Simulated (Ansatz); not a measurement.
Solid bromine, treated with PBE-D4 (Ansatz, a first-principles code, PAW).

Numerical settings: plane-wave cutoff 520 eV, 10×10×4 k mesh (along the axes of the cell as run), Fermi–Dirac smearing 0.01 eV, scalar-relativistic PAW data made under PBE.

Energies at three volumes about the minimum:

```csv
V (Å³/atom),E − E_lowest (meV/atom)
30.185,0.48
30.801,0.00
31.417,0.41
```

Task: Fit a parabola by hand: where is the minimum, and what is the bulk modulus?

Result: Slopes: (0.00 − 0.48)/(30.801 − 30.185) = -0.779 and (0.41 − 0.00)/(31.417 − 30.801) = 0.666 meV/Å³. Curvature E″ = 2 × (0.666 − (-0.779))/(31.417 − 30.185) = 2.346 meV/Å⁶. From the middle of the first interval, the slope vanishes at V0 = 30.4930 − (-0.779)/2.346 = 30.825 Å³/atom. B = V0 E″ = 30.825 × 2.346 meV/Å³ × 0.1602 GPa per meV/Å³ = 11.6 GPa. The full Birch–Murnaghan fit to all volumes gives V0 = 30.808 Å³/atom and B0 = 11.5 GPa.

Shape and atoms are relaxed at each volume.

Note: the bulk modulus comes from volumes at which shape and atoms were relaxed.
